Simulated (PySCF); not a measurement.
Method: PySCF 2.14.0 with PBE-D3(BJ)/def2-TZVP // PBE0-D3(BJ)/def2-TZVP. All species are isolated molecules in the gas phase. 

Reference species (SMILES): `[SiH3]` (neutral, multiplicity 2).

```
Quantity       Result
-------------  ------
dipole moment  0.03 D
```

Changed species: `[SiH3][Al][Br]` (radical fragment; the reference has radical fragment).

Problem. Give the shifts of the dipole moment.

Solution. the dipole moment rises by 1.35 D, to 1.38 D.
